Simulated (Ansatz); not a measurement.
Mulliken charges of C2H4FN, SMILES `N=CCF` from r2SCAN/def2-TZVPP in Ansatz (PBE0-D4/def2-TZVP geometry).

| atom | x (Å) | y (Å) | z (Å) | charge (e) |
| --- | --- | --- | --- | --- |
| N1 | -1.030 | 1.270 | -0.199 | -0.303 |
| C2 | -0.067 | 0.676 | 0.353 | 0.028 |
| C3 | 0.467 | -0.678 | 0.005 | 0.218 |
| F4 | -0.238 | -1.237 | -1.033 | -0.239 |
| H5 | -1.418 | 0.688 | -0.945 | 0.158 |
| H6 | 0.458 | 1.171 | 1.178 | 0.048 |
| H7 | 0.399 | -1.344 | 0.873 | 0.044 |
| H8 | 1.521 | -0.603 | -0.287 | 0.044 |

Task: By hand: the dipole of these point charges (1 e Å = 4.8032 D).

Result: Σ q r = (0.351, -0.139, 0.251) e Å, of length 0.453 e Å = 2.18 D.

Task: How does the dipole of the full density compare? (Best estimate.)

Result: The calculation gave: (0.396, -0.277, 0.207) e Å, 2.53 D; the point charges give 0.86 times that, at 16° from its direction.

Point charges leave out the atoms' own dipoles, such as those of lone pairs, and Mulliken's split depends on the basis, so the close match here is no proof of good charges.
